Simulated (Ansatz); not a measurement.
System: corundum (α-Al2O3). Method: r²SCAN0 (Ansatz, an electronic-structure program, PAW).

Run with plane-wave cutoff 520 eV, 6×6×6 k mesh, Fermi–Dirac smearing 0.01 eV, scalar-relativistic PAW data made under PBE.

The cell has the measured lattice parameters. Conventional cell: a = 4.7570 Å, b = 4.7570 Å, c = 12.9877 Å, α = 90.00°, β = 90.00°, γ = 120.00°.

```
CELL_PARAMETERS angstrom
     -4.54181    -2.37850     0.00000
     -4.54181     2.37850     0.00000
     -3.29621     0.00000    -3.92687
ATOMIC_POSITIONS crystal
  Al 0.85218 0.85218 0.85218
  Al 0.35218 0.35218 0.35218
  Al 0.14782 0.14782 0.14782
  Al 0.64782 0.64782 0.64782
  O  0.44375 0.05625 0.75000
  O  0.05625 0.75000 0.44375
  O  0.55625 0.94375 0.25000
  O  0.25000 0.55625 0.94375
  O  0.94375 0.25000 0.55625
  O  0.75000 0.44375 0.05625
```

Task: List the 31 lowest band energies at Γ above −25 eV (eV, relative to the valence band maximum), grouping those that round alike.

Result: At Γ: -21.51, -19.10, -18.81 (×2), -18.48 (×2), -7.38, -6.30, -5.96 (×2), -4.77, -4.70 (×2), -3.62, -3.14, -1.52 (×2), -1.41 (×2), -0.62 (×2), -0.06 (×2), 0.00, 9.46, 12.49, 14.46, 15.10 (×2), 15.17, 15.83.

Note: the run warned that its exchange threshold was loose for the stress; cell and atoms aren't relaxed at this level (largest force component 0.07 eV/Å, pressure -5.0 GPa).
